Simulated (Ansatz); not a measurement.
**What a trial cell of Cu2Os relaxes into**

Computed with Ansatz, DFT PBE, scalar-relativistic, plane waves, PAW. Cutoff 420 eV, Γ-centred k mesh, Gaussian smearing, no spin polarisation in the final step.

The start puts Cu2Os on the cubic Laves (C15) structure type (Fd-3m, No. 227), with Os in place of Mg, at a guessed volume.

```xyz
6
Lattice="0.0000 3.3973 3.3973 3.3973 0.0000 3.3973 3.3973 3.3973 0.0000" Properties=species:S:1:pos:R:3 pbc="T T T"
Cu    4.2466    4.2466    4.2466
Cu    4.2466    2.5480    2.5480
Cu    2.5480    2.5480    4.2466
Cu    2.5480    4.2466    2.5480
Os    0.0000    0.0000    0.0000
Os    1.6986    1.6986    1.6986
```

Cell and atoms relax at zero pressure; the relaxation can't lower the symmetry of the start. After a coarse first stage the cell is made exact in the group found at 0.06 Å.

The zero of energy is the elements' standard structures at the same level; no fitted shifts are applied.

Q: What does it relax into?

A: It keeps Fd-3m (No. 227). The result has the cubic Laves (C15) structure. Conventional cell: a = 6.676 Å. Around Cu lie 6 Cu at 2.36 Å and 6 Os at 2.77 Å; Os has 12 Cu at 2.77 Å and 4 Os at 2.89 Å.

Space group Fd-3m:1 (No. 227). a = 6.676 Å, b = 6.676 Å, c = 6.676 Å, α = 90.00°, β = 90.00°, γ = 90.00°
```
atom site symmetry x y z
  Cu   16c      .-3m  0.1250  0.1250  0.1250
  Os    8b      -43m  0.0000  0.0000  0.5000
```

Q: What are its volume, energy, density and gap?

A: The volume per atom is 12.40 Å³, the density is 14.17 g/cm³ and the energy over the elements is 0.42 eV/atom. The gap on the 10×10×10 mesh is 0 eV (a metal).

The final run used a 10×10×10 mesh on its 6-atom cell and 0.10 eV smearing. The k mesh leaves about 4 meV/atom of noise in metals. Spin–orbit coupling is left out. Symmetry constrained the relaxation, so the result can be a saddle point. The steps took about 80 core-seconds in all.

Cost: 3 runs of about 1.3 core-minutes in all, on Arm Neoverse V2 (shared hosts).